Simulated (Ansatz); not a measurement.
# C2H3FOS: up Jacob's ladder to CCSD(T)

The task here is to estimate one member of a computed series from the others.

Computed with Ansatz 0.2.0, Gaussian basis. Level: functionals in def2-TZVPP, the program's frozen cores in correlated methods.

Plan: LDA (SPW92), PBE-D4, revPBE-D4, BLYP-D4, r2SCAN-D4, B97M-V, PBE0-D4, B3LYP-D4, r2SCANh-D4, r2SCAN0-D4, HSE06-D4, BHLYP-D4, CAM-B3LYP-D4, LC-ωPBE, ωB97X-V, ωB97M-V, B2PLYP, PBE-QIDH; CCSD(T)/def2-SVP; CCSD(T)/def2-TZVPP; MP2/def2-QZVPP; extrapolation to the limit; RPA on PBE.

**The geometry**

The geometry comes from an earlier relaxation with PBE0-D4 in a triple-zeta def2 set; it is a stationary point, not always the lowest conformer.

SMILES `FC1(S)CO1`, 8 atoms, charge 0, spin multiplicity 1.

Atoms are counted from 1 here; the program's logs count them from 0.

Bond lengths: F1–C2 1.353 Å, C2–S3 1.777 Å, C2–C4 1.452 Å, C2–O5 1.375 Å, S3–H6 1.344 Å, C4–O5 1.439 Å, C4–H7 1.086 Å, C4–H8 1.086 Å. Angles: F1–C2–S3 112.9°, F1–C2–C4 118.2°, F1–C2–O5 113.4°, S3–C2–C4 121.6°, S3–C2–O5 120.1°, C4–C2–O5 61.1°, C2–S3–H6 94.7°, C2–C4–O5 56.8°, C2–C4–H7 117.7°, C2–C4–H8 120.4°, O5–C4–H7 114.7°, O5–C4–H8 115.2°, H7–C4–H8 117.3°, C2–O5–C4 62.1°.

The first run:

in.yaml reads:

```yaml
crystal:
  periodic: [false, false, false]
  atoms:
    - {symbol: F, position_ang: [-0.740350, -0.454490, -1.445194]}
    - {symbol: C, position_ang: [-0.208808, 0.042433, -0.305065]}
    - {symbol: S, position_ang: [-0.082609, 1.815053, -0.315911]}
    - {symbol: C, position_ang: [0.734589, -0.782365, 0.428862]}
    - {symbol: O, position_ang: [-0.637750, -0.610631, 0.826105]}
    - {symbol: H, position_ang: [-1.410438, 2.020555, -0.355969]}
    - {symbol: H, position_ang: [0.969995, -1.762199, 0.024904]}
    - {symbol: H, position_ang: [1.467572, -0.325456, 1.086668]}
basis:
  gaussian: {orbitals: def2-TZVPP}
hamiltonian: {xc: lda}
output: {orbitals: {seedname: orbitals}}
```

Run with:

```console
$ ansatz run in.yaml --threads 2 --pin off --events-out ev --progress --plain --max-ram 4352MiB
```

Steps of the session up to this table: LDA; PBE-D4 (GGA); revPBE-D4 (GGA); BLYP-D4 (GGA); r2SCAN-D4 (meta-GGA); B97M-V (meta-GGA); B3LYP-D4 (hybrid); r2SCANh-D4 (hybrid); r2SCAN0-D4 (hybrid); HSE06-D4 (hybrid); BHLYP-D4 (hybrid); CAM-B3LYP-D4 (range-separated); LC-ωPBE (range-separated); ωB97X-V (range-separated); ωB97M-V (range-separated); B2PLYP (double hybrid); PBE-QIDH (double hybrid).

One of the session's tables, all rows but one given; the rest of the session is left out.

It belongs to the step «Orbital energies across the functionals». 

| functional | HOMO (eV) | gap (eV) |
| --- | --- | --- |
| LDA (SPW92) | -6.47 | 5.45 |
| PBE-D4 | -6.33 | 5.48 |
| revPBE-D4 | -6.27 | 5.50 |
| BLYP-D4 | -6.18 | 5.40 |
| r2SCAN-D4 | -6.63 | 6.07 |
| B97M-V | -6.73 | 6.12 |
| PBE0-D4 | -7.68 | 7.84 |
| B3LYP-D4 | -7.43 | 7.28 |
| r2SCANh-D4 | -7.13 | 6.93 |
| r2SCAN0-D4 | -7.88 | 8.22 |
| HSE06-D4 | -7.28 | 7.04 |
| BHLYP-D4 | -8.89 | 10.00 |
| CAM-B3LYP-D4 | ? | ? |
| LC-ωPBE | -10.51 | 13.02 |
| ωB97X-V | -10.12 | 12.47 |
| ωB97M-V | -9.96 | 12.07 |

**Question.** Estimate the row for CAM-B3LYP-D4.

The run gave: HOMO (eV): -9.08; gap (eV): 10.29. In the column «HOMO (eV)» it lies between ωB97M-V (-9.96) and BHLYP-D4 (-8.89).
